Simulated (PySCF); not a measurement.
## Cl: ionisation energy

Cl [Ne] 3s2 3p5 (2P) → Cl+ [Ne] 3s2 3p4 (3P), as a difference of total energies. All numbers are calculated (PySCF 2.14, the spin-free X2C one-electron Hamiltonian (Gaussian nucleus), in cc-pVDZ-DK). Correlated levels: valence: [Ne] frozen. The calculations carry no spin-orbit coupling.

| method | ionisation energy (eV) |
| --- | --- |
| UHF | 11.796 |
| r2SCAN | 13.015 |
| SCS-MP2 (valence) | 12.384 |
| CCSD (valence) | 12.345 |
| CCSD(T) (valence) | 12.347 |

Problem. Estimate what LDA gives.

Solution. 13.135 eV, closest to r2SCAN among the rows shown.

Problem. Estimate what MP2 (valence) gives.

Solution. 12.407 eV, closest to SCS-MP2 (valence) among the rows shown.

Errors of the correlated levels include the incompleteness of this basis and the frozen core.

For comparison: 12.974 eV (measured; NIST levels, between the centres of gravity of the two terms).
